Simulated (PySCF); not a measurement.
Isomers of C3H5FS, one GFN2-xTB conformer each. Single-point energies are computed at PBE0/pcSseg-1 (PySCF, gas phase, no added dispersion term), electronic only.

**Question.** Rank them by PBE0/pcSseg-1 energy, lowest first (kcal/mol).
A. `[F:1][CH:2]1[CH2:3][S:4][CH2:5]1` with F1–C2–C3–S4 -136°, C2–C3–S4–C5 14°, C3–S4–C5–C2 -14°, F1–C2–C5–S4 136°
B. `[CH2:1]=[CH:2][S:3][CH2:4][F:5]` with C1–C2–S3–C4 10°, C2–S3–C4–F5 -74°
C. `[CH2:1]=[C:2]([F:3])[S:4][CH3:5]` with C1–C2–S4–C5 180°

**Answer.** A (0.0), C (7.2), B (9.5).

As drawn, the lowest has a four-membered ring, which the highest lacks; the highest has a C=C bond outside aromatic rings, which the lowest lacks. Neighbours under 2.5 kcal/mol apart (C=C(F)SC and C=CSCF) can change places with a better method, another conformer or zero-point energy. GFN2-xTB itself gives, in the same order: 0.0, 14.4, 18.1. Both levels put the same isomer lowest; measured from each level's own lowest isomer, the values differ by up to 8.6 kcal/mol (C=CSCF: 18.1 against 9.5).

**Question.** Which frontier levels, dipoles and rotational constants go with these structures?

**Answer.** 
```csv
SMILES,"HOMO (eV, PBE0/pcSseg-1)",LUMO (eV),dipole (D),"A, B, C (MHz)"
FC1CSC1,-6.65,0.16,0.85,"9712, 2941, 2443"
C=C(F)SC,-6.39,0.42,0.96,"7025, 3269, 2263"
C=CSCF,-6.72,-0.02,1.53,"5612, 3345, 2273"
```

**Question.** As an exercise, what shares would exp(−E/RT) give at 2000 K from these electronic energies alone (no entropy, no degeneracies)?

**Answer.** RT = 3.974 kcal/mol: FC1CSC1 79.8 %, C=C(F)SC 12.9 %, C=CSCF 7.2 %.
